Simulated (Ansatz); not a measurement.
# NH$_{3}$⁺, doublet along the distance N1-H2

Starting geometry (PBE0/def2-TZVP stationary point for this spin, not checked as a minimum):

```xyz
4

N     0.0000    0.0000    0.0000
H     1.0240    0.0138   -0.0001
H    -0.5239    0.8799   -0.0028
H    -0.5001   -0.8937    0.0028
```

From there H2 moves along the line of the two atoms named below, all else staying in place; atoms are numbered as listed. Energies are in eV, counted from the starting geometry at the same level. Kohn–Sham curves are unrestricted where that lies lower.

Basis 6-31G; Ansatz 0.2.0. Only valence electrons are correlated (noble-gas cores frozen).

Full CI is exact within this basis and frozen core; it isn't the basis-set limit.

```json
{"distance N1-H2 (Å)": "0.818", "BHLYP": "1.427"}
{"distance N1-H2 (Å)": "0.912", "BHLYP": "0.318"}
{"distance N1-H2 (Å)": "1.024", "BHLYP": "0.000"}
{"distance N1-H2 (Å)": "1.120", "BHLYP": "0.189"}
{"distance N1-H2 (Å)": "1.221", "BHLYP": "0.614"}
{"distance N1-H2 (Å)": "1.396", "BHLYP": "1.559"}
{"distance N1-H2 (Å)": "1.615", "BHLYP": "2.749"}
{"distance N1-H2 (Å)": "1.898", "BHLYP": "3.988"}
{"distance N1-H2 (Å)": "2.227", "BHLYP": "4.889"}
{"distance N1-H2 (Å)": "2.744", "BHLYP": "5.597"}
{"distance N1-H2 (Å)": "3.526", "BHLYP": "5.988"}
```

Q: Estimate the full CI curve in 6-31G from this one, knowing how BHLYP errs.

A: The computed full CI values, in eV from the starting point, and the error of BHLYP against them:
```
distance N1-H2 (Å)  full CI  BHLYP less full CI
             0.818    1.548              -0.121
             0.912    0.378              -0.061
             1.024    0.000               0.000
             1.120    0.141               0.048
             1.221    0.517               0.097
             1.396    1.373               0.186
             1.615    2.455               0.294
             1.898    3.630               0.358
             2.227    4.612               0.277
             2.744    5.391               0.206
             3.526    5.639               0.349
```

BHLYP at 3.526 Å lies 0.349 eV (6 %) above the reference in this basis.
